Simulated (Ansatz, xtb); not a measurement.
CH2B2: 3 structures ranked

3 gas-phase structures of CH2B2, found in a search over its isomers (lower ones may exist). Each was relaxed with GFN2-xTB; where two conformers were screened, the lower at r2SCAN-D4/def2-SVP is listed:

A. `B1=CB1`, a singlet
B. `B#CB`, a singlet
C. `B=C=B`, a singlet

Q: Which do you expect lowest at r2SCAN-D4/def2-SVP, and how would the others follow?

A: Calculated order at r2SCAN-D4/def2-SVP: C (0.0), A (101.8), B (425.3) kJ/mol.

Energies above the lowest of each column, in kJ/mol; the last columns are at PBE0-D3(BJ)/def2-SVP geometries and were run for some of them only (a dash: not run or not comparable):

```
structure  GFN2-xTB  HF/STO-3G  r2SCAN-D4/def2-SVP  PBE0-D3(BJ)/def2-SVP  CCSD(T)/def2-TZVPP
        C       0.0        0.0                 0.0                   0.0                 0.0
        A     133.8      102.7               101.8                  86.2                83.7
        B     242.7      446.0               425.3                     –                   –
```

Every level run on C puts it lowest or level with the lowest. Frequencies (PBE0-D3(BJ)/def2-SVP) were run for A, C alone.

Programs: Ansatz 0.2.0, xtb 6.7.1.
